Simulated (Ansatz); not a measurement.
Results of PBEsol (Ansatz, an electronic-structure program, PAW) for fcc Pt.

Run with plane-wave cutoff 520 eV, 18×18×18 k mesh, Fermi–Dirac smearing 0.1 eV, perturbation theory, force constants from a 6×6×6 q mesh, scalar-relativistic PAW data made under PBE.

Computed at the level's own relaxed cell. Harmonic vibrational thermodynamics at fixed volume:

| T (K) | S_vib (J/K per mol of atoms) | C_V (J/K per mol of atoms) | F_vib (eV/atom) |
|---|---|---|---|
| 100 | 15.76 | 19.17 | 0.0164 |
| 200 | 30.71 | 23.25 | -0.0083 |
| 400 | 47.35 | 24.50 | -0.0910 |
| 500 | 52.84 | 24.66 | -0.1431 |
| 600 | 57.34 | 24.75 | -0.2002 |
| 700 | 61.16 | 24.80 | -0.2617 |
| 800 | 64.47 | 24.83 | -0.3268 |

The crystal is taken as a harmonic solid at every temperature: melting, phase changes and thermal expansion are not seen, nor the electrons' share in a metal.
